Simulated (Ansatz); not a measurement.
## Ansatz (development build ahead of 0.2.0) run

```yaml
crystal:
  periodic: [false, false, false]
  atoms:
    - { symbol: F, position_ang: [0.0, 0.0, 0.0] }
    - { symbol: H, position_ang: [1.39121, 0.0, 1.16736] }
    - { symbol: H, position_ang: [-1.39121, 0.0, 1.16736] }
basis:
  gaussian: { orbitals: "6-31G" }
magnetization:
  initial_magnetization: 3
hamiltonian:
  xc: hf
correlation:
  method: fci
  frozen_orbitals: { F: 1, H: 0 }
```

The input is written out in the form of the current development build from the run's settings.

Results

```json
{
  "Converged": "yes",
  "Total energy": "-100.41518 hartree",
  "State": "lowest quartet root, of any spatial symmetry"
}
```
